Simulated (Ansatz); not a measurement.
Ansatz (an electronic-structure program) input (B3LYP/def2-TZVPD):

Ansatz 0.2 input:
```yaml
crystal:
  periodic: [false, false, false]
  atoms:
    - {symbol: N, position_ang: [0.00159167, 0.00124015, 1.33862038]}
    - {symbol: C, position_ang: [-0.00164628, -0.00128270, -1.38454824]}
    - {symbol: C, position_ang: [0.00454094, 1.14182373, 0.65581616]}
    - {symbol: C, position_ang: [-0.00297884, -1.14060661, 0.65793964]}
    - {symbol: C, position_ang: [-0.00486242, -1.20833868, -0.74203708]}
    - {symbol: C, position_ang: [0.00309513, 1.20696169, -0.74428417]}
    - {symbol: H, position_ang: [0.00825189, 2.05866771, 1.23698913]}
    - {symbol: H, position_ang: [-0.00530568, -2.05637217, 1.24081758]}
    - {symbol: H, position_ang: [-0.00861285, -2.16324948, -1.25072209]}
    - {symbol: H, position_ang: [0.00563376, 2.16092832, -1.25474511]}
basis:
  gaussian:
    orbitals: def2-TZVPD
hamiltonian:
  xc: {name: B3LYP}
magnetization: {spin_polarized: true, initial_magnetization: 1}
output: {forces: true}
```

Output:

```
Functional definition: B3LYP
integrals: 0.17 GiB planned
1253 factors; their error is unknown
mean field: 2.18 GiB planned
mean field evaluation 1: about -6731.6732 eV, gradient 4.2e1 eV
mean field evaluation 2: about -6726.8075 eV, gradient 5.3e1 eV
mean field evaluation 4: about -6739.8919 eV, gradient 6.0e0 eV
mean field evaluation 8: about -6740.0715 eV, gradient 1.7e-1 eV
mean field evaluation 16: about -6740.0546 eV, gradient 7.1e-3 eV
mean field -6740.05461028 eV, -247.6924383546 hartree, gradient 3.8e-5 eV, S^2 0.756441; 0 other end points of the search recorded, 0 dependent functions left out
the calculation of the forces begins
reference -6740.05488703 eV, -247.6924485249 hartree; 21, 20 occupied and 237, 238 virtual orbitals, 1253 factors
Total energy: -6740.05488703 eV, -247.6924485249 hartree
Atom 0 at     0.001592     0.001240     1.338620 Å, force     0.000011     0.000008     0.008846 eV/Å
Atom 1 at    -0.001646    -0.001283    -1.384548 Å, force    -0.000004    -0.000003    -0.003230 eV/Å
Atom 2 at     0.004541     1.141824     0.655816 Å, force     0.000041     0.009474     0.008267 eV/Å
Atom 3 at    -0.002979    -1.140607     0.657940 Å, force    -0.000021    -0.009459     0.008285 eV/Å
Atom 4 at    -0.004862    -1.208339    -0.742037 Å, force    -0.000056    -0.012809    -0.011965 eV/Å
Atom 5 at     0.003095     1.206962    -0.744284 Å, force     0.000028     0.012787    -0.011989 eV/Å
Atom 6 at     0.008252     2.058668     1.236989 Å, force     0.000038     0.009239     0.006305 eV/Å
Atom 7 at    -0.005306    -2.056372     1.240818 Å, force    -0.000023    -0.009227     0.006322 eV/Å
Atom 8 at    -0.008613    -2.163249    -1.250722 Å, force    -0.000044    -0.011334    -0.005409 eV/Å
Atom 9 at     0.005634     2.160928    -1.254745 Å, force     0.000031     0.011324    -0.005430 eV/Å
Dipole moment:    -0.000283    -0.000220    -0.237675 e Å
```

It need not be the lowest isomer of its formula.
